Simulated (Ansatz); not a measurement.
## [SiH3···H···CH2], triplet: transfer scan

Starting geometry:

```
atom    x (Å)    y (Å)    z (Å)
  Si  -1.0124   0.0000   0.0000
   H  -1.5073   1.3997   0.0000
   H  -1.5073  -0.6999   1.2122
   H  -1.5073  -0.6999  -1.2122
   H   0.4722   0.0000   0.0000
   C   2.2586   0.0000   0.0000
   H   2.6731   0.0000   0.9962
   H   2.6731   0.0000  -0.9962
```

From there H5 is moved from one fragment to the other while all else, the fragments' distance too, stays fixed, so the hump isn't the reaction's barrier; atoms are numbered as listed. Energies are in kcal/mol, counted from the starting geometry at the same level. Kohn–Sham curves are unrestricted where that lies lower.

Basis cc-pVDZ; Ansatz 0.2.0. Correlated methods freeze the noble-gas cores. Prefix R: restricted or restricted open-shell reference; prefix U: unrestricted.

In so small a basis the reference is far from its limit while semilocal and hybrid functionals are nearer theirs (RPA and double hybrids share much of the reference's basis error), so the functionals' errors here hold much of the reference's basis and frozen-core error, which can add to them or hide them.

Full CI isn't at hand for all of this; UCCSDT(Q) serves as the reference, and is uncertain by about the last step of the cluster series.

| distance Si1-H5 (Å) | UCCSDT(Q) | PBE | r2SCAN | PBE0 | B3LYP | r2SCAN0 | wB97M-V | B2PLYP | RPA-PBE |
| --- | --- | --- | --- | --- | --- | --- | --- | --- | --- |
| 1.485 | 0.0 | 0.0 | 0.0 | 0.0 | 0.0 | 0.0 | 0.0 | 0.0 | 0.0 |
| 1.584 | 0.5 | -2.0 | -1.1 | -1.0 | -0.8 | -0.4 | -0.1 | -0.1 | 0.2 |
| 1.783 | 0.8 | -5.5 | -3.2 | -3.0 | -2.5 | -1.4 | -0.6 | -0.8 | -0.4 |
| 1.982 | -8.0 | -13.7 | -11.7 | -11.7 | -11.0 | -10.4 | -9.4 | -9.7 | -9.5 |
| 2.181 | -15.7 | -18.6 | -18.0 | -18.3 | -17.5 | -17.8 | -16.5 | -17.3 | -16.7 |
